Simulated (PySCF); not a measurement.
Continuum solvent and chemical shifts

Numbering as in the mapped SMILES `[CH3:1][C:2]#[C:3][C:4]#[C:5][CH3:6]`. Hydrogens are named by the atom that carries them.

GIAO PBE0/pcSseg-1 in PySCF on one PBE0-D3(BJ)/def2-SVP conformer, non-relativistic, equivalent nuclei averaged. Solvents enter as an IEF-PCM continuum (benzene with ε = 2.3, dichloromethane with ε = 8.9) around the gas-phase geometry. Shifts are referred to TMS computed in the same medium.

Gas phase, δ in ppm: C2/C5 75.4, C3/C4 72.1, C1/C6 5.2, H(C1)/H(C6) 1.96. Dipole moment 0.00 D.

Problem. How does each δ change in the continuum?

Solution. 
| atoms | environment | Δδ, benzene | Δδ, dichloromethane |
| --- | --- | --- | --- |
| C2/C5 | alkyne carbon | +2.5 | +4.9 |
| C3/C4 | alkyne carbon | -1.1 | -2.1 |
| C1/C6 | propargylic methyl carbon | -0.1 | -0.1 |
| H(C1)/H(C6) | hydrogen on a propargylic methyl carbon | +0.09 | +0.17 |

Changes are relative to the gas phase.

Problem. Which nuclei move most (in ppm), and what does the model miss?

Solution. C2/C5 (alkyne carbon, +4.9 ppm) in dichloromethane. A continuum only polarises the solute; specific hydrogen bonds, the anisotropy of aromatic solvents and changes of geometry or conformer are outside it.
